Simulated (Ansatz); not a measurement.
A made-up structure of C$_{2}$H$_{5}$Si, doublet:

```
8
angstrom
C -1.0046 1.1971 -0.8129
Si 0.3778 0.1996 -0.8274
C 0.8326 -0.9451 0.5915
H -1.6803 1.2011 0.0393
H -1.2680 1.8568 -1.6302
H 0.0738 -0.8331 1.3713
H 1.8104 -0.6905 1.0043
H 1.2049 -0.1760 0.2640
```

It is relaxed with PBE-D4/def2-SVP and then PBE0-D4/def2-TZVP (Ansatz 0.2.0). Atoms count as bonded within 1.22 times the sum of their covalent radii (H–H: 0.88 Å). The end point is not checked to be a true minimum.

(1) Does its bonding change? (Judge from chemistry; the calculation decides.)

## Answers

(1) Computed: Yes. Formed: none; broken: Si2–H8.

Where it ends: The first stage lowers the energy by 5.20 eV in 21 steps. It ends as C₂H₅Si ([CH2][Si][CH3]):
```xyz
8
angstrom
C -1.1262 1.1194 -0.9683
Si 0.4461 0.4825 -0.7992
C 1.0100 -0.4712 0.7183
H -1.8679 0.9888 -0.1837
H -1.4519 1.6698 -1.8421
H 0.1675 -0.5260 1.4136
H 1.3219 -1.4829 0.4532
H 1.8469 0.0294 1.2083
```

Labels in which every atom is bracketed show which atoms are joined, not bond orders.

For scale, one of the runs: PBE0-D4/def2-TZVP relaxation, 129 basis functions, launched by `ansatz run in.yaml --threads 2 --pin off --events-out ev --progress --plain --max-ram 4352MiB`. Hardware: 2 CPU threads of an Arm Neoverse V1, shared host. Wall time about 40 s.
